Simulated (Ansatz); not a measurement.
Geometry optimisation, Ansatz 0.2.0, UKS PBE0/def2-SVP.

input.yaml

```yaml
crystal:
  periodic: [false, false, false]
  atoms:
    - { symbol: Al, position_ang: [0.0, 0.0, 0.0] }
    - { symbol: H, position_ang: [0.0, 0.0, 1.81] }
    - { symbol: C, position_ang: [1.706, 0.0, -0.985] }
    - { symbol: H, position_ang: [2.0356, -1.0462, -1.1552] }
    - { symbol: H, position_ang: [1.5695, 0.508, -1.9624] }
    - { symbol: H, position_ang: [2.4756, 0.5381, -0.3932] }
    - { symbol: H, position_ang: [-1.351, 0.0, -0.78] }
    - { symbol: H, position_ang: [0.0, 0.0, 2.77] }
magnetization:
  spin_polarized: true
  initial_magnetization: 1
basis:
  gaussian: { orbitals: def2-SVP }
hamiltonian:
  xc: pbe0
relax:
  f_tol: 0.15
  max_steps: 25
  restrain:
    - { distance: [1, 7], at: 0.66, k: 30.0 }
    - { distance: [0, 1], at: 2.76, k: 30.0 }
```

Launched with:

```bash
$ ansatz run input.yaml --threads 1 --pin off --max-ram 2048MiB --backend cpu --events-out ev --progress --plain --runs-dir out
```

**Question.** Where does it end, and by what steps?

**Answer.** The run converged. The restraints hold the end off the free minimum. After 5 steps the energy has fallen by 0.526 eV (the restraints' own energy left out); H2 moved furthest, 0.70 Å. Joined: H2–H8 (0.96 → 0.72 Å).

```
step  energy less start (eV)  largest force component (eV/Å)  accepted
   0                  0.0000                           1.302       yes
   1                 -0.1023                           1.771       yes
   2                  0.1849                           5.195       yes
   3                 -0.2912                           1.941       yes
   4                 -0.5127                           1.905       yes
   5                 -0.5264                           1.801       yes
```

```xyz
8
Properties=species:S:1:pos:R:3
Al -0.064 0.024 -0.258
H -0.052 0.010 2.508
C 1.711 0.018 -1.118
H 2.044 -1.024 -1.269
H 1.702 0.509 -2.107
H 2.471 0.507 -0.489
H -1.385 -0.037 -1.192
H 0.009 -0.007 3.229
```

Run time: 17 s on 1 thread of Arm Neoverse V1, on a shared host, peak memory 0.12 GiB.
